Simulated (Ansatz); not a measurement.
Ideal-gas functions of ammonia at 298.15 K and 1 bar, from an Ansatz frequency run at PBE0-D4/def2-TZVP.

Molar mass 17.03 g/mol, point group C3v (symmetry number 3), electronic degeneracy 1, moments of inertia 1.688, 1.688, 2.673 u Å². Harmonic wavenumbers (cm⁻¹, unscaled): 1031, 1670, 1670, 3502, 3631, 3631.

Use S(trans) = R[1.5 ln M + 2.5 ln T − 1.1517]; rotational temperatures θ = 24.2544 K / I; S(rot) = R[ln(√π/σ · √(T³/θAθBθC)) + 1.5]; for each mode x = 1.438777 ν̃/T, S = R[x/(eˣ − 1) − ln(1 − e⁻ˣ)] and H = RT x/(eˣ − 1); 1 cm⁻¹ = 0.0119627 kJ/mol; R = 8.31446 J/(mol·K).

Q: By hand: the entropy, in J/(mol·K).

A: Translation 144.2. Rotation: θ = 14.3687, 14.3687, 9.0738 K, giving 47.8. Vibration, mode by mode: 0.35, 0.02, 0.02, 0.00, 0.00, 0.00, in all 0.4. Electronic 0.0. Sum 192.4 J/(mol·K).

Q: By hand: H − E and G − E in kJ/mol, counted from the electronic energy.

A: Zero-point energy ½ × 15135 × 0.0119627 = 90.5; thermal vibration 0.1; translation, rotation and pV give 4 RT = 9.9. H − E = 100.5 kJ/mol, and G − E = 100.5 − 298.15 × 192.4/1000 = 43.1 kJ/mol.

Vibration gives 0 % of the entropy; all modes have x over 3 and are hardly excited.
